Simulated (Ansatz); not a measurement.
Fluorite CeO2, treated with LDA in Ansatz (PAW).

Numerical settings: plane-wave cutoff 520 eV, 8×8×8 k mesh, perturbation theory, no spin polarisation, scalar-relativistic PAW data made under PBE.

The cell has the measured lattice parameters. Conventional cell: a = 5.4097 Å, b = 5.4097 Å, c = 5.4097 Å, α = 90.00°, β = 90.00°, γ = 90.00°.

Harmonic phonon frequencies (cm⁻¹; i marks an imaginary mode; at Γ without the LO shift):

```tsv
q point	frequencies
Γ	0 0 0 269 269 269 427 427 427
X	131 131 171 226 226 255 430 430 564
U	128 165 185 209 268 276 409 437 549
L	115 115 202 332 332 365 365 396 499
```

Measured, for comparison: zone-centre TO phonon frequency 272 cm⁻¹ (temperature not stated, not corrected to a static lattice; as tabulated in SRNL-STI-2020-00011).

No imaginary mode appears at these points.

Note: the cell isn't this level's own, so it is under some stress, which shifts stiffness and frequencies.

Ansatz is a first-principles code.
